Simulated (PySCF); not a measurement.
State search for CO⁺

Unrestricted PBE0; C jorge-DZP-DKH, O jorge-DZP-DKH; spin-free X2C with a Gaussian nucleus (PySCF 2.14). Outer shells of the fragments: C+ 2s2 2p1; O 2s2 2p4.

Followed along the bond (rough minima from three points):

| 2Ms+1 | unpaired | ⟨S²⟩ at the start | R at minimum (Å) | Te (eV) |
| --- | --- | --- | --- | --- |
| 2 | σ ↑ | 0.85 | 1.12 | 0.00 |
| 2 | π ↑ | 0.76 | 1.25 | 2.39 |
| 4 | σ ↑, π ↑↑ | 3.76 | 1.32 | 5.59 |

Solutions found at the starting distance of 1.410 Å, counted from the lowest of them; the search is not exhaustive and high or unbound solutions are not listed, so other states can lie among these:

| 2Ms+1 | unpaired | term | E (eV) | ⟨S²⟩ | ⟨Lz²⟩ | μ (D) |
| --- | --- | --- | --- | --- | --- | --- |
| 2 | σ ↑ | ²Σ⁺ | 0.00 | 0.85 | 0.00 | -3.11 |
| 2 | π ↑ | ²Π | 0.02 | 0.76 | 1.01 | -1.53 |
| 4 | σ ↑, π ↑↑ | mixed | 2.83 | 3.76 | 2.01 | -2.32 |
| 4 | σ ↑, π ↑↑ | mixed | 3.50 | 3.76 | 2.00 | -2.51 |
| 2 | σ ↑, π ↑↓ | mixed | 3.89 | 1.76 | 2.01 | -2.66 |
| 2 | σ ↓, π ↑↑ | mixed | 4.02 | 1.77 | 2.01 | -1.90 |
| 2 | σ ↑, π ↑↓ | mixed | 4.53 | 1.77 | 2.01 | -2.04 |
| 4 | π ↑↑↑ | ⁴Π | 4.79 | 3.76 | 1.00 | 0.82 |

A term symbol is given only where ⟨S²⟩ and ⟨Lz²⟩ are close to those of a pure state; real π, δ and φ orbitals otherwise mix terms. A positive dipole points towards O; it is taken about the centre of mass and depends on that origin.

Problem. Compare the gap between the two lowest followed solutions at the starting distance with the gap between their minima.

Solution. At PBE0 the second solution (doublet, unpaired electrons π ↑) lies +0.02 eV from the first (doublet, unpaired electrons σ ↑) at 1.410 Å and +2.39 eV at the minima; the two curves relax by different amounts, since their minima lie near 1.25 and 1.12 Å.

Counting both spins, an empty level lies below a filled one in some of these solutions, because spin and occupation are held.
